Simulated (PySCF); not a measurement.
## Which determinant of LiMg lies lowest?

Unrestricted PBE0; Li 6-311G(d,p), Mg 6-311G(d,p); no relativity (PySCF 2.14). Outer shells of the fragments: Li 2s1; Mg 3s2.

Followed along the bond (rough minima from three points):

```
2Ms+1   unpaired  ⟨S²⟩ at the start  R at minimum (Å)  Te (eV)
    2        σ ↑               0.77              3.09     0.00
    2        π ↑               0.76              2.60     0.81
    4  σ ↑↑, π ↑               3.75              3.01     2.39
```

Solutions found at the starting distance of 2.640 Å, counted from the lowest of them; the search is not exhaustive and high or unbound solutions are not listed, so other states can lie among these:

| 2Ms+1 | unpaired | term | E (eV) | ⟨S²⟩ | ⟨Lz²⟩ | μ (D) |
| --- | --- | --- | --- | --- | --- | --- |
| 2 | σ ↑ | ²Σ⁺ | 0.00 | 0.77 | 0.00 | -0.98 |
| 2 | π ↑ | ²Π | 0.69 | 0.76 | 1.00 | -2.18 |
| 4 | σ ↑↑, π ↑ | ⁴Π | 2.36 | 3.75 | 1.00 | -2.80 |
| 4 | σ ↑, π ↑↑ | ⁴Σ⁻ | 3.05 | 3.75 | 0.00 | -2.13 |
| 2 | σ ↑↑, π ↓ | mixed | 3.12 | 1.75 | 1.00 | -2.78 |
| 4 | σ ↑↑↑ | ⁴Σ⁺ | 3.21 | 3.75 | 0.00 | 5.41 |
| 4 | σ ↑, π ↑↑ | mixed | 4.87 | 3.75 | 2.00 | 2.16 |

A term symbol is given only where ⟨S²⟩ and ⟨Lz²⟩ are close to those of a pure state; real π, δ and φ orbitals otherwise mix terms. A positive dipole means Li(−)Mg(+).

**Question.** Compare the gap between the two lowest followed solutions at the starting distance with the gap between their minima.

**Answer.** At PBE0 the second solution (doublet, unpaired electrons π ↑) lies +0.69 eV from the first (doublet, unpaired electrons σ ↑) at 2.640 Å and +0.81 eV at the minima; the two curves relax by different amounts, since their minima lie near 2.60 and 3.09 Å.

Counting both spins, an empty level lies below a filled one in some of these solutions, because spin and occupation are held.
